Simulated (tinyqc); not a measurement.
Worked calculation: Pariser-Parr-Pople SCF with singles CI, for the molecule c1ccoc1 (SMILES; centres numbered as the heavy atoms are written). One step of it, computed by the program tinyqc.

Problem. PPP integrals. Ohno: gamma = 14.399645/sqrt(R^2 + a^2), a = 2 x 14.399645/(gamma_rr + gamma_ss); H_rr = -W_r - sum_(s != r) z_s gamma_rs; H_rs = beta for bonds.

Centres (angstrom, eV; a flat drawing with bonds scaled to 1.40 angstrom):
```
centre          x          y  core charge z          W   gamma_rr
1C       1.191000   0.000000              1  11.160000  11.130000
2C       0.368000   1.133000              1  11.160000  11.130000
3C      -0.963000   0.700000              1  11.160000  11.130000
4O      -0.963000  -0.700000              2  33.000000  21.500000
5C       0.368000  -1.133000              1  11.160000  11.130000
```

Resonance integrals (eV):
```
i  j       beta
1  2  -2.390000
2  3  -2.390000
3  4  -2.240000
4  5  -2.240000
5  1  -2.390000
```

Give: repulsion gamma_rs; core matrix H.

Solution.

repulsion gamma_rs (eV), order 1C, 2C, 3C, 4O, 5C:
$$\begin{pmatrix}
11.1300 & 7.5528 & 5.5206 & 5.9239 & 7.5528 \\
7.5528 & 11.1300 & 7.5548 & 5.9230 & 5.5185 \\
5.5206 & 7.5548 & 11.1300 & 8.7008 & 5.5199 \\
5.9239 & 5.9230 & 8.7008 & 21.5000 & 8.7023 \\
7.5528 & 5.5185 & 5.5199 & 8.7023 & 11.1300
\end{pmatrix}$$

core matrix H (eV), order 1C, 2C, 3C, 4O, 5C:
$$\begin{pmatrix}
-43.6339 & -2.3900 & 0.0000 & 0.0000 & -2.3900 \\
-2.3900 & -43.6322 & -2.3900 & 0.0000 & 0.0000 \\
0.0000 & -2.3900 & -47.1568 & -2.2400 & 0.0000 \\
0.0000 & 0.0000 & -2.2400 & -62.2499 & -2.2400 \\
-2.3900 & 0.0000 & 0.0000 & -2.2400 & -47.1557
\end{pmatrix}$$
